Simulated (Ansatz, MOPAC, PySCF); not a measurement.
Reaction (SMILES): Cl[SiH2][SiH3] → [SiH3] (SiH3) + Cl[SiH2] (SiH2Cl) (the Si-Si bond breaks)

Wanted: bond dissociation energy (enthalpy at 298 K), in kcal/mol. Terms: open shells spin-unrestricted; non-relativistic; no dispersion term unless named; frozen cores in correlated levels; spin-orbit terms left out. CBS(X,Y): correlation extrapolated as X^-3; Hartree-Fock from the larger set. First-principles rows: single points at B3LYP-D3(BJ) geometries (Ansatz, an electronic-structure program), with unscaled harmonic terms from B3LYP/6-31G* (Ansatz) at its own minima. Semi-empirical rows: MOPAC heats of formation at their own minima for 298 K.

```json
[
 {"species": "[SiH3][SiH2]Cl", "coefficient": "-1", "E at BP86/def2-SVP (PySCF), Eh": "-1041.99072", "E at B3LYP/def2-TZVPD (Ansatz), Eh": "-1042.32410", "H(298 K) - E, kcal/mol": "31.69", "heat of formation at MNDO (MOPAC), kcal/mol": "-23.40"},
 {"species": "[SiH3] (SiH3)", "coefficient": "+1", "E at BP86/def2-SVP (PySCF), Eh": "-291.16170", "E at B3LYP/def2-TZVPD (Ansatz), Eh": "-291.26274", "H(298 K) - E, kcal/mol": "15.85", "heat of formation at MNDO (MOPAC), kcal/mol": "36.02"},
 {"species": "[SiH2]Cl (SiH2Cl)", "coefficient": "+1", "E at BP86/def2-SVP (PySCF), Eh": "-750.71341", "E at B3LYP/def2-TZVPD (Ansatz), Eh": "-750.94619", "H(298 K) - E, kcal/mol": "13.07", "heat of formation at MNDO (MOPAC), kcal/mol": "-11.20"}
]
```

Coupled cluster (Ansatz) is a level with limits of its own, used here on species with T1 under 0.025 (0.045 for open shells) and stable references: CCSD(T)/CBS(cc-pV(T+d)Z,cc-pV(Q+d)Z). Value to compare with, CCSD(T)/CBS(cc-pV(T+d)Z,cc-pV(Q+d)Z) (Ansatz): 76.7 kcal/mol. 1 Eh = 627.5095 kcal/mol.

Task: Compute it at each level from the table, and compare with CCSD(T)/CBS(cc-pV(T+d)Z,cc-pV(Q+d)Z) (Ansatz).

Result: 
- BP86/def2-SVP: the sum of coefficient times E is 0.11561 Eh, or 72.55 kcal/mol; the thermal terms add -2.77. Result: 69.8 kcal/mol. Its difference against CCSD(T)/CBS(cc-pV(T+d)Z,cc-pV(Q+d)Z) (Ansatz) is -6.9 kcal/mol.
- B3LYP/def2-TZVPD: the sum of coefficient times E is 0.11517 Eh, or 72.27 kcal/mol; the thermal terms add -2.77. Result: 69.5 kcal/mol. Its difference against CCSD(T)/CBS(cc-pV(T+d)Z,cc-pV(Q+d)Z) (Ansatz) is -7.2 kcal/mol.
- MNDO: the sum of coefficient times heat of formation is 48.22 kcal/mol; it needs no thermal term. Its difference against CCSD(T)/CBS(cc-pV(T+d)Z,cc-pV(Q+d)Z) (Ansatz) is -28.5 kcal/mol.
